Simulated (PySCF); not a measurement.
# A gas-phase reaction: B2H5N + FH → BFH2 + BH4N

Aim: the reaction energy of `BNB` + `F` → `BF` + `BN`.

Programs: PySCF 2.14.0. All values are calculated, for the isolated system unless a continuum is named. Atoms count from 0, parts from 1.

## 1. The system as given

Each species was relaxed by itself at PBE0-D3(BJ)/def2-SVPD.

## 2. Reaction energy: wB97M-D3(BJ)/def2-TZVPD

The job: settings as JSON, then the geometry in Å.

```
{"job": {"kind": "react", "xc": "wB97M-D3(BJ)", "basis": "def2-TZVPD"}, "charge": 0, "multiplicity": 1}
-1 B2H5N charge 0 multiplicity 1
B     -1.005450    -0.095860    -0.803050
N     -0.020360     0.489390     0.035080
B      0.965710    -0.209070     0.780370
H     -1.786140     0.616230    -1.384130
H     -1.035200    -1.294160    -0.912010
H     -0.020060     1.501380     0.106810
H      0.993810    -1.410720     0.717840
H      1.748110     0.412960     1.454910

-1 FH charge 0 multiplicity 1
F      0.457690    -0.045190     0.012870
H     -0.457690     0.045190    -0.012870

+1 BFH2 charge 0 multiplicity 1
B     -0.038600     0.033040    -0.034770
F      0.818580    -0.597840     0.751260
H     -1.012280     0.522630     0.481120
H      0.210210     0.076770    -1.213770

+1 BH4N charge 0 multiplicity 1
B      0.676410     0.064310    -0.027870
N     -0.704720    -0.066140     0.029310
H      1.364970    -0.882530     0.265290
H      1.153340     1.119280    -0.368650
H     -1.169180    -0.919280     0.305650
H     -1.339540     0.684400    -0.202230
```

Level: wB97M-D3(BJ)/def2-TZVPD reaction energy of separated species, gas phase.

Run with:

```sh
OMP_NUM_THREADS=1 python cluster_run.py task.json out
```

The driver reads the jobs from task.json and runs them one after another.

**Question.** The jobs that follow are: PBE0-D3(BJ)/def2-TZVPD reaction energy of separated species, gas phase; MP2/def2-TZVPD reaction energy of separated species, gas phase. Predict: reaction energy (wB97M-D3(BJ)/def2-TZVPD); ΔH, ΔG at 298 K (xTB thermal terms). Thermal terms come from harmonic xTB runs on each species.

As calculated:

| quantity | value |
| --- | --- |
| reaction energy (wB97M-D3(BJ)/def2-TZVPD) | -9.70 kcal/mol |
| ΔH, ΔG at 298 K (xTB thermal terms) | -9.2, -10.4 kcal/mol |
| range of the reaction energy over the runs of this table | -9.70 to -8.47 kcal/mol |

**Reading.** The reaction is exothermic by 9.2 kcal/mol in the gas phase; dispersion gives +0.73, and xTB itself gave -18.05 for the electronic energy (xTB energies and thermal terms come from the earlier relaxation of each species, not shown). No barrier was sought. The reaction energy runs from -9.70 (wB97M-D3(BJ)/def2-TZVPD) to -8.47 kcal/mol (MP2/def2-TZVPD).
